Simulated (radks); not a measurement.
# O²⁺ in [He] 2s2 3d2: an all-electron calculation

One table from this session's results is given with a row withheld; the runs are named, their logs left out.

Program: radks (a radial shooting solver on a logarithmic mesh, Libxc functionals) version 1. Level of theory: scalar-relativistic Kohn-Sham, PBEsol, spin-polarised, spherical densities, finite nucleus; open shells are filled with parallel spins first. These are calculated values, not measurements, unless marked.

**What is computed**

* element: oxygen (Z = 8)
* charge: +2
* electrons: 6
* configuration: [He] 2s2 3d2
* nuclear rms radius: 2.6991 fm

The outer shells:

O²⁺
```
[He] core
2s [↑↓]
3d [↑ ][↑ ][  ][  ][  ]
```

Set-up of the first run:

Settings of this run:

```text
Z 8
configuration [He] 2s2 3d2 2p0 3s0
relativity scalar-relativistic
functional pbe_sol,pbe_sol
spin polarised
nucleus finite rms 2.6991 fm
c 137.035999084
```

One table of the session follows, with a row left open; its other results are not shown here.

It belongs to the step «Orbitals and density». Sizes of the orbitals, from the radial functions (bohr):

```
  level     <r>  outermost maximum (interpolated)  90 % within  nodes
1s down  0.1989                             0.129        0.356      0
  1s up  0.1989                             0.129        0.356      0
  2s up  0.9515                             0.791         1.47      1
2s down       ?                                 ?            ?      ?
  2p up  0.8789                             0.678         1.44      0
2p down  0.8675                             0.673         1.42      0
  3s up   2.638                              2.41         3.84      2
  3d up   2.648                              2.22         4.09      0
```

Estimate the missing values for 2s down.

**Answer.** <r>: 0.9427; outermost maximum (interpolated): 0.787; 90 % within: 1.46; nodes: 1. In the column «<r>» it lies between 2p up (0.8789) and 2s up (0.9515).
